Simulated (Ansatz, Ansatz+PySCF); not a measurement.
Two shapes of doublet CH₄N.

Shape 1:

```xyz
6

H     1.2414    0.9288   -0.1317
C     0.7288   -0.0001    0.0856
N    -0.6563   -0.0001   -0.0993
H     1.2416   -0.9287   -0.1322
H    -1.1312   -0.8326    0.2227
H    -1.1302    0.8332    0.2221
```

Shape 2:

```xyz
6

H     0.0276    0.9116   -1.1962
C    -0.1301    0.0000   -0.6728
N     0.2039    0.0000    0.6841
H     0.0276   -0.9116   -1.1962
H    -0.0644   -0.8329    1.1905
H    -0.0644    0.8329    1.1905
```

Basis set: cc-pVTZ (spherical functions). Correlated methods keep 2 orbitals frozen. Correlation on ROHF uses semicanonical orbitals with singles. Charge 0, multiplicity 2.

Computed with Ansatz (development build ahead of 0.2.0); each method stands on the lowest determinant of its kind that the runs found.

Q: Which shape is lower in energy, and by how much in each method?

A:

```tsv
method	E(2) − E(1) (eV)
ROHF	-0.001
UHF	0.000
ROHF-MP2	0.007
UHF-MP2	0.006
ROHF-CCSD(T)	0.012
```

Shape 1 is lower, bar methods that put the two within 0.005 eV.
